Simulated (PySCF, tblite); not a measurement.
# C3H4F2O+ (doublet): geometry, infrared bands and EPR parameters

What infrared bands and EPR parameters should C3H4F2O+ (doublet) (`[CH2][CH+]OC(F)F`) show?

The runs use tblite 0.8.0 and PySCF 2.14.0, with density-fitted response routines of our own; the level of theory stands in each step. All values are computed, except where a source is named. Atoms count from 0, in the outputs and in this text.

### Step 1. The starting structure

10 atoms, charge 1, multiplicity 2; geometry from: force field or distance geometry start.

Bonds of the start (Å): C0–C1 1.53, C1–O2 1.36, O2–C3 1.39, C3–F4 1.40, C3–F5 1.37, C0–H6 1.10, C0–H7 1.11, C1–H8 1.07, C3–H9 1.10.

### Step 2. Optimising the geometry with GFN2-xTB

What the job is given:

```
{"job": {"kind": "relax", "xc": "GFN2-xTB", "basis": "xTB"}, "charge": 1, "multiplicity": 2}
C      1.815700    -0.944400    -0.219400
C      0.665500     0.046800    -0.379300
O     -0.310800     0.150100     0.564800
C     -1.582500     0.379400     0.063800
F     -2.379900    -0.718200     0.395300
F     -2.170000     1.535100     0.518600
H      2.438000    -0.578400     0.614400
H      2.438100    -0.951200    -1.141700
H      0.667200     0.665800    -1.252800
H     -1.572500     0.419800    -1.039100
```

Started as:

```sh
OMP_NUM_THREADS=1 python probes_run.py task.json out
```

The driver reads the jobs from task.json and runs them one after another.

The log of the run:

```text
step      E/eV     max force
  0    -580.74792    5.676
  1    -581.55655    3.163
  2    -581.83324    2.123
  3    -581.99360    1.140
  4    -582.14410    1.172
  5    -582.19161    0.951
  6    -582.23658    0.545
  7    -582.26891    0.551
  8    -582.30096    0.493
  9    -582.31734    0.348
 10    -582.32879    0.296
 11    -582.34035    0.366
 12    -582.36153    0.475
 13    -582.38650    0.491
 14    -582.41084    0.463
 15    -582.43414    0.461
 16    -582.45769    0.472
 17    -582.47813    0.379
 18    -582.49175    0.280
 19    -582.49905    0.223
 20    -582.50314    0.162
 21    -582.50578    0.115
 22    -582.50702    0.141
 23    -582.50785    0.108
 24    -582.50850    0.069
 25    -582.50898    0.062
 26    -582.50936    0.066
 27    -582.50975    0.070
 28    -582.51020    0.064
 29    -582.51077    0.115
 30    -582.51146    0.132
 31    -582.51219    0.101
 32    -582.51265    0.059
 33    -582.51284    0.050
 34    -582.51300    0.035
 35    -582.51316    0.035
 36    -582.51335    0.045
 37    -582.51353    0.048
 38    -582.51371    0.043
 39    -582.51389    0.042
 40    -582.51404    0.034
 41    -582.51412    0.022
 42    -582.51417    0.022
 43    -582.51421    0.021
 44    -582.51424    0.015
 45    -582.51427    0.014
 46    -582.51429    0.015
 47    -582.51434    0.024
 48    -582.51444    0.037
 49    -582.51466    0.052
 50    -582.51513    0.070
 51    -582.51586    0.101
 52    -582.51687    0.110
 53    -582.51893    0.144
 54    -582.52020    0.225
 55    -582.51525    0.508
 56    -582.52454    0.165
 57    -582.52721    0.160
 58    -582.53251    0.392
 59    -582.53719    0.181
 60    -582.54167    0.163
 61    -582.54902    0.342
 62    -582.55479    0.211
 63    -582.56264    0.228
 64    -582.56438    0.539
 65    -582.57424    0.448
 66    -582.58475    0.275
 67    -582.59742    0.526
 68    -582.61750    0.414
 69    -582.64945    0.588
 70    -582.61380    0.910
 71    -582.66528    0.519
 72    -582.66308    0.694
 73    -582.68124    0.315
 74    -582.69069    0.366
 75    -582.70534    0.361
 76    -582.72055    0.441
 77    -582.72949    0.278
 78    -582.73384    0.321
 79    -582.73569    0.356
 80    -582.74070    0.182
 81    -582.74572    0.160
 82    -582.75184    0.137
 83    -582.75687    0.137
 84    -582.75907    0.141
 85    -582.76253    0.127
 86    -582.76362    0.110
 87    -582.76407    0.063
 88    -582.76430    0.070
 89    -582.76463    0.068
 90    -582.76527    0.066
 91    -582.76592    0.064
 92    -582.76644    0.055
 93    -582.76679    0.046
 94    -582.76707    0.049
 95    -582.76743    0.049
 96    -582.76790    0.048
 97    -582.76857    0.064
 98    -582.76921    0.073
 99    -582.76964    0.068
100    -582.77008    0.087
101    -582.77062    0.075
102    -582.77114    0.082
103    -582.77168    0.049
104    -582.77193    0.034
105    -582.77203    0.017
106    -582.77206    0.015
107    -582.77207    0.006
```

Run time: 0.3 s. Hardware: 1 thread of Arm Neoverse V2, shared host.

Along the way: (not every step is listed)

```csv
step,energy from step 0 (eV),largest force (eV/Å)
0,0.0000,5.6756
1,-0.8086,3.1633
2,-1.0853,2.1230
3,-1.2457,1.1397
4,-1.3962,1.1720
5,-1.4437,0.9510
6,-1.4887,0.5454
7,-1.5210,0.5513
8,-1.5530,0.4928
17,-1.7302,0.3793
26,-1.7614,0.0662
35,-1.7652,0.0351
44,-1.7663,0.0145
53,-1.7710,0.1441
62,-1.8069,0.2109
71,-1.9174,0.5185
80,-1.9928,0.1816
89,-2.0167,0.0683
98,-2.0213,0.0728
102,-2.0232,0.0818
103,-2.0238,0.0486
104,-2.0240,0.0338
105,-2.0241,0.0175
106,-2.0241,0.0151
107,-2.0241,0.0063
```

Distances of close pairs at the start and the end, largest changes first:

```csv
bond,before (Å),after (Å),change (Å)
C0–C1,1.527,1.378,-0.148
C3–F4,1.397,1.322,-0.074
C1–O2,1.362,1.302,-0.060
C3–F5,1.374,1.324,-0.049
C0–H7,1.113,1.083,-0.030
C1–H8,1.071,1.096,+0.025
C0–H6,1.103,1.085,-0.018
O2–C3,1.386,1.402,+0.016
```

The end geometry stands in the next job.

### Step 3. Infrared spectrum with GFN2-xTB

What the job is given:

```
{"job": {"kind": "ir", "xc": "GFN2-xTB", "basis": "xTB"}, "charge": 1, "multiplicity": 2}
C      1.892810    -0.586383    -0.281313
C      0.718046     0.134417    -0.287542
O     -0.415024    -0.466242    -0.062793
C     -1.653570     0.191075    -0.080933
F     -2.071899     0.323880     1.166320
F     -1.548766     1.390611    -0.632572
H      1.886555    -1.670875    -0.313568
H      2.850430    -0.082057    -0.244257
H      0.720080     1.211657    -0.487588
H     -2.369780    -0.441428    -0.651124
```

The log of the run:

```text
mode    cm-1     km/mol
  1      69.5      8.68
  2     126.0      0.97
  3     213.1      4.06
  4     353.4     36.18
  5     419.4      4.22
  6     443.0     12.31
  7     515.6     23.13
  8     678.8     19.74
  9     818.9      7.33
 10     852.4     74.71
 11     886.5     15.11
 12     962.9      7.09
 13    1068.4    157.46
 14    1110.3    219.25
 15    1136.6      6.46
 16    1187.4     20.53
 17    1231.3     32.81
 18    1254.1     43.48
 19    1301.9     51.88
 20    1413.1     23.42
 21    2788.6    206.58
 22    2929.7     18.87
 23    3027.1    155.94
 24    3071.2     79.98
```

Run time: 0.12 s. Hardware: 1 thread of Arm Neoverse V2, shared host.

Which atoms move in the most intense modes:

```csv
cm⁻¹,km/mol,atoms
852,74.7,"H8 32 %, H6 17 %, C3 14 %, H7 13 %"
1068,157.5,"C3 58 %, F4 21 %, F5 16 %"
1110,219.2,"C3 50 %, F5 18 %, H9 17 %, F4 14 %"
1254,43.5,"H8 45 %, O2 20 %"
1302,51.9,"C1 28 %, H7 28 %, O2 18 %, H6 14 %"
2789,206.6,H9 93 %
3027,155.9,"H6 67 %, H7 28 %"
3071,80.0,"H7 64 %, H6 26 %, C0 10 %"
```

### Step 4. g tensor and hyperfine couplings: B3LYP/pcH-1

Same as in step 3 but for these lines:

```diff
@@ -1,2 +1,2 @@
-{"job": {"kind": "ir", "xc": "GFN2-xTB", "basis": "xTB"}, "charge": 1, "multiplicity": 2}
+{"job": {"kind": "epr", "basis": "pcH-1"}, "charge": 1, "multiplicity": 2}
 C      1.892810    -0.586383    -0.281313
```

Level: UKS B3LYP, pcH-1 on C F H O, non-relativistic, mean-field spin-orbit, GIAO.

The log of the run:

```text
UKS, coarse grid
  cycle   1  E = -391.15326522  |g| = 6.19e-01
  cycle   2  E = -390.98553515  |g| = 9.81e-01
  cycle   3  E = -391.28190185  |g| = 7.51e-02
  cycle   4  E = -391.28287739  |g| = 5.54e-02
  cycle   5  E = -391.28389398  |g| = 1.68e-02
  cycle   6  E = -391.28398327  |g| = 4.19e-03
  cycle   7  E = -391.28399118  |g| = 2.01e-03
  cycle   8  E = -391.28399234  |g| = 8.54e-04
UKS, final grid
  cycle   1  E = -391.28402067  |g| = 1.16e-03
  cycle   2  E = -391.28401967  |g| = 2.13e-03
  cycle   3  E = -391.28402118  |g| = 2.24e-04
  cycle   4  E = -391.28402120  |g| = 9.64e-05
  cycle   5  E = -391.28402120  |g| = 5.13e-05
  cycle   6  E = -391.28402121  |g| = 8.28e-06
E = -391.28402121 Eh   <S^2> = 0.7543 (exact 0.7500)
g shifts (ppm)      1          2          3
  rmc          -191       -191       -191
  gc             -2         50         45
  oz_so          87       1043       2777
  total        -106        901       2631
hyperfine (MHz)  atom isotope    a_iso     a_fc   dipolar eigenvalues
    0   13C      48.48      48.48    -54.57    -53.13    107.70
    1   13C     -14.00     -14.00    -18.23    -12.76     30.99
    2   17O     -26.63     -26.63    -80.76     39.40     41.36
    3   13C      -6.60      -6.60     -1.67     -0.84      2.52
    4   19F      18.45      18.45    -27.21    -26.37     53.58
    5   19F      -2.93      -2.93     -7.71     -3.45     11.15
    6    1H     -40.30     -40.30    -23.79     -5.11     28.90
    7    1H     -43.43     -43.43    -25.15     -4.70     29.85
    8    1H      -7.51      -7.51     -9.69     -5.35     15.04
    9    1H      28.15      28.15     -3.11     -1.62      4.72
```

It took 20 s on 1 thread of Arm Neoverse V2, shared host; peak memory 0.65 GiB.

Principal g values 2.00221, 2.00322, 2.00495; g(iso) = 2.00346, against 2.00232 for a free electron.

Mean a(iso) over the nuclei that a row names, and the largest dipolar term of the row (other rows stand at the frozen geometry):

```csv
nuclei,isotope,a(iso) (MHz),"a(iso) (G, at g = 2.0023)",largest dipolar term (MHz)
C0,13C,48.5,17.3,107.7
"H6, H7",1H,-41.9,-14.9,29.9
H9,1H,28.1,10.0,4.7
O2,17O,-26.6,-9.5,-80.8
C1,13C,-14.0,-5.0,31.0
"F4, F5",19F,7.8,2.8,53.6
H8,1H,-7.5,-2.7,15.0
C3,13C,-6.6,-2.4,2.5
```

Mulliken spin populations:

```csv
atom,value (e)
C0,0.67
C1,0.16
O2,0.21
C3,-0.01
F4,0.01
F5,0.00
H6,-0.03
H7,-0.03
H8,-0.01
H9,0.01
```

In first order the couplings over 0.8 MHz of 1H, 19F give 36 distinct lines over 48.1 G, if the averaged nuclei exchange fast.

Orbitals, density, ELF and potential are computed afterwards from the orbital file.

ELF in a plane through or near 7 of the atoms.

Ten even steps from '0' (0.00) to '9' (1.00):
```
0000000000000000000000000000
0000000000000000000000000000
0000000000000000000000000000
0000000000003100000000000000
0000000000059710011100000000
0000000000199940366531000000
0000067600299960688862000000
0000699951189960674862000000
0000899984544730278620000000
0000699954844564432310000000
0000267822873877723530000000
0000013764643734745861000000
0000016999702898437971000000
0000038999801787104751000000
0000028999700454000320000000
0000001687200010000000000000
0000000021000000000000000000
0000000000000000000000000000
0000000000000000000000000000
0000000000000000000000000000
```
The map spans 10.8 Å across and 7.9 Å up, centred on the molecule. Atoms in the plane (x, y in Å): C0 (-2.0, -0.2), C1 (-0.7, 0.3), O2 (0.3, -0.6), C3 (1.7, -0.2), H6 (-2.2, -1.2), H7 (-2.8, 0.5), H8 (-0.5, 1.4).

log10 of the density (e/Å³) in the same plane.

Values, 10 rows by 14 columns:
```
-4.0 -4.0 -4.0 -4.0 -4.0 -4.0 -4.0 -4.0 -4.0 -4.0 -4.0 -4.0 -4.0 -4.0
-4.0 -4.0 -4.0 -4.0 -4.0 -3.7 -3.2 -3.4 -3.6 -3.4 -4.0 -4.0 -4.0 -4.0
-4.0 -4.0 -4.0 -3.5 -3.1 -2.4 -1.7 -2.0 -1.8 -1.4 -1.9 -3.3 -4.0 -4.0
-4.0 -4.0 -2.6 -1.7 -1.6 -1.2  0.0 -0.7 -0.4  0.7 -0.6 -2.1 -4.0 -4.0
-4.0 -3.6 -1.7 -0.5 -0.2 -0.2  0.4 -0.3 -0.3  0.5 -0.6 -2.0 -4.0 -4.0
-4.0 -3.5 -1.8 -0.6  0.6  0.3  0.2  0.5  0.2  1.1 -0.6 -1.9 -3.6 -4.0
-4.0 -3.9 -2.4 -1.0  0.2 -0.4 -0.7  0.5 -0.2 -0.2 -0.7 -2.0 -3.6 -4.0
-4.0 -4.0 -3.0 -1.8 -0.9 -1.4 -1.8 -1.3 -1.6 -1.8 -2.0 -2.9 -4.0 -4.0
-4.0 -4.0 -3.9 -3.0 -2.4 -2.7 -3.2 -2.9 -3.1 -3.2 -3.3 -3.9 -4.0 -4.0
-4.0 -4.0 -4.0 -4.0 -4.0 -4.0 -4.0 -4.0 -4.0 -4.0 -4.0 -4.0 -4.0 -4.0
```
The map spans 10.8 Å across and 7.9 Å up, centred on the molecule. Atoms in the plane (x, y in Å): C0 (-2.0, -0.2), C1 (-0.7, 0.3), O2 (0.3, -0.6), C3 (1.7, -0.2), H6 (-2.2, -1.2), H7 (-2.8, 0.5), H8 (-0.5, 1.4).

On the surface of density 0.002 e/bohr³ the electrostatic potential runs, from the 1st to the 99th percentile, from 3.11 V near F4 to 6.80 V near H8.

The spin density lies nearest to C0 47 %; O2 21 %; C1 16 %.

### Step 5. Summary of results

| quantity | value |
| --- | --- |
| strongest single infrared mode (GFN2-xTB) | 1110 cm⁻¹, 219 km/mol |
| zero-point energy (GFN2-xTB) | 39.8 kcal/mol |
| g(iso) (B3LYP) | 2.00346 |
| ⟨S²⟩ | 0.754 (exact 0.75) |
| largest a(iso) (averaged by class) | 13C on C0, 48.5 MHz |

Over 107 steps the energy fell by 2.024 eV; of the close pairs, C0–C1 changed most, 1.527 to 1.378 Å. All 24 modes are real, so the xTB geometry is a minimum. The strongest single mode, at 1110 cm⁻¹, has its largest shares on C3, F5, H9 and F4 (the list is cut at 4 atoms). GFN2-xTB is a fitted tight-binding method: band positions and strengths are rough. Its intensities can rank the bands wrongly. The largest share of the spin, 0.67 e, sits on C0. The isotropic g lies 1.1 ppt above the free-electron value.
